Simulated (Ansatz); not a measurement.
Ansatz (an electronic-structure program) input (wB97X-V/def2-TZVP):

Ansatz 0.2 input:
```yaml
crystal:
  periodic: [false, false, false]
  atoms:
    - {symbol: C, position_ang: [0.00913574, 0.00173503, -1.20562697]}
    - {symbol: C, position_ang: [-0.00077797, -0.00014775, 0.10266711]}
    - {symbol: H, position_ang: [0.02818759, 0.94008178, -1.73766571]}
    - {symbol: H, position_ang: [-0.00183081, -0.93507619, -1.74059173]}
    - {symbol: O, position_ang: [-0.00956292, -0.00181616, 1.26200208]}
basis:
  gaussian:
    orbitals: def2-TZVP
hamiltonian:
  xc: {name: wB97X-V}
relax: {f_tol: 0.003, max_steps: 100}
```

Output:

```
Functional definition: wB97X-V
integrals: 0.03 GiB planned
599 factors; their error is unknown
integrals: 0.06 GiB planned
156 factors; integrals over basis functions are off by at most 7.8e-6 eV
mean field: 0.34 GiB planned
mean field evaluation 1: about -4149.9651 eV, gradient 3.9e1 eV
mean field evaluation 2: about -4150.5648 eV, gradient 3.8e1 eV
mean field evaluation 4: about -4152.7569 eV, gradient 1.8e0 eV
mean field evaluation 8: about -4152.7712 eV, gradient 4.2e-2 eV
mean field evaluation 16: about -4152.7732 eV, gradient 9.6e-6 eV
mean field -4152.77315063 eV, -152.6115984348 hartree, gradient 9.6e-6 eV, S^2 0.000000; 0 other end points of the search recorded, 0 dependent functions left out
the calculation of the forces begins
reference -4152.77314933 eV, -152.6115983870 hartree; 11, 11 occupied and 94, 94 virtual orbitals, 599 factors
relax step   1: F+E_penalty+E_count = -4152.77315063 eV  Δ(F+E_penalty+E_count) = +0.000e0 eV  max|allowed force component| = 2.436e-1 eV/Å  Δτ_max = 0.0000 Å  (31 SCF iters, accepted)
these checks for a lower state are left out or cut short: starts, cluster_reference, orbital_swaps, neighbouring_geometries, increment
integrals: 0.03 GiB planned
599 factors; their error is unknown
integrals: 0.06 GiB planned
156 factors; integrals over basis functions are off by at most 7.8e-6 eV
mean field: 0.34 GiB planned
mean field -4152.77366913 eV, -152.6116174894 hartree, gradient 1.8e-5 eV, S^2 0.000000; 0 other end points of the search recorded, 0 dependent functions left out
the calculation of the forces begins
reference -4152.77366783 eV, -152.6116174415 hartree; 11, 11 occupied and 94, 94 virtual orbitals, 599 factors
relax step   2: F+E_penalty+E_count = -4152.77366913 eV  Δ(F+E_penalty+E_count) = -5.185e-4 eV  max|allowed force component| = 8.137e-2 eV/Å  Δτ_max = 0.0026 Å  (37 SCF iters, accepted)
these checks for a lower state are left out or cut short: starts, cluster_reference, orbital_swaps, neighbouring_geometries, increment
integrals: 0.03 GiB planned
599 factors; their error is unknown
integrals: 0.06 GiB planned
156 factors; integrals over basis functions are off by at most 7.9e-6 eV
mean field: 0.34 GiB planned
mean field evaluation 32: about -4152.7738 eV, gradient 1.8e-5 eV
mean field -4152.77382894 eV, -152.6116233624 hartree, gradient 1.8e-5 eV, S^2 0.000000; 0 other end points of the search recorded, 0 dependent functions left out
the calculation of the forces begins
reference -4152.77382764 eV, -152.6116233146 hartree; 11, 11 occupied and 94, 94 virtual orbitals, 599 factors
relax step   3: F+E_penalty+E_count = -4152.77382894 eV  Δ(F+E_penalty+E_count) = -1.598e-4 eV  max|allowed force component| = 1.169e-2 eV/Å  Δτ_max = 0.0028 Å  (37 SCF iters, accepted)
these checks for a lower state are left out or cut short: starts, cluster_reference, orbital_swaps, neighbouring_geometries, increment
integrals: 0.03 GiB planned
599 factors; their error is unknown
integrals: 0.06 GiB planned
156 factors; integrals over basis functions are off by at most 7.9e-6 eV
mean field: 0.34 GiB planned
mean field -4152.77383506 eV, -152.6116235873 hartree, gradient 1.8e-5 eV, S^2 0.000000; 0 other end points of the search recorded, 0 dependent functions left out
the calculation of the forces begins
reference -4152.77383376 eV, -152.6116235395 hartree; 11, 11 occupied and 94, 94 virtual orbitals, 599 factors
relax step   4: F+E_penalty+E_count = -4152.77383506 eV  Δ(F+E_penalty+E_count) = -6.119e-6 eV  max|allowed force component| = 2.516e-3 eV/Å  Δτ_max = 0.0006 Å  (38 SCF iters, accepted)
integrals: 0.03 GiB planned
599 factors; their error is unknown
integrals: 0.06 GiB planned
156 factors; integrals over basis functions are off by at most 7.9e-6 eV
mean field: 0.34 GiB planned
mean field evaluation 64: about -4152.7738 eV, gradient 4.2e-5 eV
mean field -4152.77383506 eV, -152.6116235873 hartree, gradient 1.8e-5 eV, S^2 0.000000; 1 other end points of the search recorded, 0 dependent functions left out
the calculation of the forces begins
reference -4152.77383376 eV, -152.6116235395 hartree; 11, 11 occupied and 94, 94 virtual orbitals, 599 factors
Total energy: -4152.77383376 eV, -152.6116235395 hartree
Atom 0 at     0.009160     0.001740    -1.208788 Å, force     0.000012     0.000002    -0.001629 eV/Å
Atom 1 at    -0.000774    -0.000147     0.102192 Å, force     0.000015     0.000003    -0.001925 eV/Å
Atom 2 at     0.028250     0.945212    -1.735005 Å, force    -0.000015    -0.000720     0.000518 eV/Å
Atom 3 at    -0.001933    -0.940214    -1.737947 Å, force     0.000008     0.000718     0.000521 eV/Å
Atom 4 at    -0.009550    -0.001814     1.260333 Å, force    -0.000019    -0.000004     0.002516 eV/Å
Dipole moment:     0.002247     0.000427    -0.296544 e Å
```
